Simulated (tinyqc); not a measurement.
Worked calculation: RHF in the sto-6g basis, for H2O, spin multiplicity 1. One step of it, computed by the program tinyqc.

Question. Iteration 59 (converged): orbitals. Diagonalise F' = X^T F X, C = X C', fill 5 alpha and 5 beta electrons from the bottom; D = 2 C_occ C_occ^T. Each column has its largest component positive (the first on a tie).

converged F (hartree), order 1O 1s, 1O 2s, 1O 2px, 1O 2py, 1O 2pz, 2H 1s, 3H 1s:
$$\begin{pmatrix}
-20.531147 & -4.965594 & 0.000000 & 0.000000 & -0.024405 & -0.827906 & -0.827906 \\
-4.965594 & -2.308768 & 0.000000 & 0.000000 & -0.073387 & -0.771509 & -0.771509 \\
0.000000 & 0.000000 & -0.397218 & 0.000000 & 0.000000 & 0.000000 & 0.000000 \\
0.000000 & 0.000000 & 0.000000 & -0.233774 & 0.000000 & -0.340591 & 0.340591 \\
-0.024405 & -0.073387 & 0.000000 & 0.000000 & -0.274943 & -0.336639 & -0.336639 \\
-0.827906 & -0.771509 & 0.000000 & -0.340591 & -0.336639 & -0.407725 & -0.262256 \\
-0.827906 & -0.771509 & 0.000000 & 0.340591 & -0.336639 & -0.262256 & -0.407725
\end{pmatrix}$$

X, order 1O 1s, 1O 2s, 1O 2px, 1O 2py, 1O 2pz, 2H 1s, 3H 1s:
$$\begin{pmatrix}
1.022276 & -0.131950 & 0.000000 & 0.000000 & -0.006984 & 0.016847 & 0.016847 \\
-0.131950 & 1.147760 & 0.000000 & 0.000000 & 0.072072 & -0.213292 & -0.213292 \\
0.000000 & 0.000000 & 1.000000 & 0.000000 & 0.000000 & 0.000000 & 0.000000 \\
0.000000 & 0.000000 & 0.000000 & 1.063728 & 0.000000 & -0.163744 & 0.163744 \\
-0.006984 & 0.072072 & 0.000000 & 0.000000 & 1.040935 & -0.121567 & -0.121567 \\
0.016847 & -0.213292 & 0.000000 & -0.163744 & -0.121567 & 1.123402 & -0.067927 \\
0.016847 & -0.213292 & 0.000000 & 0.163744 & -0.121567 & -0.067927 & 1.123402
\end{pmatrix}$$

Give: F' = X^T F X; orbital energies; coefficients C; D after iteration 59.

Answer.

F' = X^T F X (hartree):
$$\begin{pmatrix}
-20.2068 & -2.4996 & 0.0000 & 0.0000 & -0.0460 & -0.1121 & -0.1121 \\
-2.4996 & -1.2860 & 0.0000 & 0.0000 & 0.1024 & -0.3874 & -0.3874 \\
0.0000 & 0.0000 & -0.3972 & 0.0000 & 0.0000 & 0.0000 & 0.0000 \\
0.0000 & 0.0000 & 0.0000 & -0.0350 & 0.0000 & -0.3808 & 0.3808 \\
-0.0460 & 0.1024 & 0.0000 & 0.0000 & -0.1417 & -0.3073 & -0.3073 \\
-0.1121 & -0.3874 & 0.0000 & -0.3808 & -0.3073 & -0.0284 & -0.0752 \\
-0.1121 & -0.3874 & 0.0000 & 0.3808 & -0.3073 & -0.0752 & -0.0284
\end{pmatrix}$$

orbital energies (hartree): MO1 -20.5341, MO2 -1.2165, MO3 -0.5342, MO4 -0.4527, MO5 -0.3972, MO6 0.4651, MO7 0.5459

coefficients C, order 1O 1s, 1O 2s, 1O 2px, 1O 2py, 1O 2pz, 2H 1s, 3H 1s:
$$\begin{pmatrix}
0.9969 & -0.2282 & 0.0000 & 0.0875 & 0.0000 & -0.0979 & 0.0000 \\
0.0141 & 0.8948 & 0.0000 & -0.4788 & 0.0000 & 0.6331 & 0.0000 \\
0.0000 & 0.0000 & 0.0000 & 0.0000 & 1.0000 & 0.0000 & 0.0000 \\
0.0000 & 0.0000 & 0.6227 & 0.0000 & 0.0000 & 0.0000 & 0.8930 \\
0.0024 & 0.0843 & 0.0000 & 0.7270 & 0.0000 & 0.7633 & 0.0000 \\
-0.0027 & 0.1366 & 0.4526 & 0.3415 & 0.0000 & -0.6945 & -0.7291 \\
-0.0027 & 0.1366 & -0.4526 & 0.3415 & 0.0000 & -0.6945 & 0.7291
\end{pmatrix}$$

D after iteration 59, order 1O 1s, 1O 2s, 1O 2px, 1O 2py, 1O 2pz, 2H 1s, 3H 1s:
$$\begin{pmatrix}
2.1070 & -0.4641 & 0.0000 & 0.0000 & 0.0934 & -0.0080 & -0.0080 \\
-0.4641 & 2.0603 & 0.0000 & 0.0000 & -0.5454 & -0.0825 & -0.0825 \\
0.0000 & 0.0000 & 2.0000 & 0.0000 & 0.0000 & 0.0000 & 0.0000 \\
0.0000 & 0.0000 & 0.0000 & 0.7755 & 0.0000 & 0.5636 & -0.5636 \\
0.0934 & -0.5454 & 0.0000 & 0.0000 & 1.0714 & 0.5195 & 0.5195 \\
-0.0080 & -0.0825 & 0.0000 & 0.5636 & 0.5195 & 0.6802 & -0.1391 \\
-0.0080 & -0.0825 & 0.0000 & -0.5636 & 0.5195 & -0.1391 & 0.6802
\end{pmatrix}$$
